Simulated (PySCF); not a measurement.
F2, SMILES FF (connectivity only; charge and spin as stated), charge +1, multiplicity 2.

Geometry optimised at B3LYP-D3(BJ)/def2-TZVPD. The multiplicity is an assumed one; other spin states were not compared.

Computed with CAM-B3LYP/def2-TZVPD (PySCF).

The molecule is in vacuum.

Computed frontier levels, dipole moment:
| Property | Value |
|---|---|
| α spin, highest occupied and lowest empty level | -26.14 and -13.58 eV |
| β spin, highest occupied and lowest empty level | -25.61 and -18.25 eV |
| dipole moment about the centre of nuclear charge | 0.00 D |
| ⟨S²⟩ | 0.753 (pure state 0.75) |
